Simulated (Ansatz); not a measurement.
BMg, vertical and adiabatic energies of changing the electron count

Computed with Ansatz's Python interface.

Input file `bmg.xyz`:
```text
2

Mg    0.00000    0.00000    0.00000
B     0.00000    0.00000    2.17000
```

The script, `adiabatic_bmg.py`:
```python
"""How BMg relaxes after losing an electron."""

import itertools

import ansatz as az
from ase.data import atomic_numbers, covalent_radii
import numpy as np


def main() -> None:
    mol = az.Crystal.molecule_from_extxyz("bmg.xyz")

    base = (
        mol.calculation()
        .basis(gaussian="cc-pVDZ")
        .functional("pbe")
        .spin("collinear", total=1)
    )
    symbols = [site.symbol for site in mol.cartesian_sites]
    start = np.array([site.position_ang for site in mol.cartesian_sites], dtype=float)
    report = base.relax(force_tolerance=0.01).run().report
    end = np.array(report["positions_ang"])

    minimum = az.Crystal.molecule()
    for symbol, place in zip(symbols, end):
        minimum = minimum.atom(symbol, place.tolist())
    ion = minimum.calculation()
    ion = ion.basis(gaussian="cc-pVDZ").functional("pbe")
    ion = ion.charge(1)
    vertical = ion.run().report
    settled = ion.relax(force_tolerance=0.01, max_steps=80).run().report
    print(f"vertical ionisation energy   {vertical['free_energy_ev'] - report['free_energy_ev']:.3f} eV")
    print(f"adiabatic, no zero point     {settled['free_energy_ev'] - report['free_energy_ev']:.3f} eV")
    print(f"relaxation energy of the ion {vertical['free_energy_ev'] - settled['free_energy_ev']:.3f} eV")
    ionised = np.array(settled["positions_ang"])
    # pairs closer than 1.2 times the sum of covalent radii, before or after
    radius = [covalent_radii[atomic_numbers[s]] for s in symbols]
    span = lambda where, i, j: np.linalg.norm(where[i] - where[j])
    bonded = [(i, j) for i, j in itertools.combinations(range(len(symbols)), 2) if min(span(end, i, j), span(ionised, i, j)) < 1.2 * (radius[i] + radius[j])]
    print("pair        before    after (A)")
    for i, j in bonded:
        print(f"{symbols[i]}{i}-{symbols[j]}{j}".ljust(10), f"{span(end, i, j):8.4f} {span(ionised, i, j):8.4f}")


if __name__ == "__main__":
    main()
```

```console
$ python adiabatic_bmg.py
vertical ionisation energy   6.752 eV
adiabatic, no zero point     6.682 eV
relaxation energy of the ion 0.070 eV
pair        before    after (A)
Mg0-B1       2.4051   2.5983
```

Reading the output:
- These settings explore the input space; basis and method may be short of convergence.
- The energies are electronic: no zero-point or thermal terms, and the basis set is short of its limit. The product may relax into another structure. Each relaxation finds its nearest minimum, which needn't be the lowest.
- The run takes the species as open-shell (spin multiplicity 2), which needn't be its ground state.
- The expectation value of S² is noticeably off S(S+1) in at least one run, so that state is spin-contaminated.
- Only the spin states typed were run; another state of an ion can lie lower, by up to an eV or two.
- The spin state was assumed, and another may lie lower.
- The whole script took 13 s on 1 thread of Arm Neoverse V2 (shared host), peak memory 0.17 GiB.
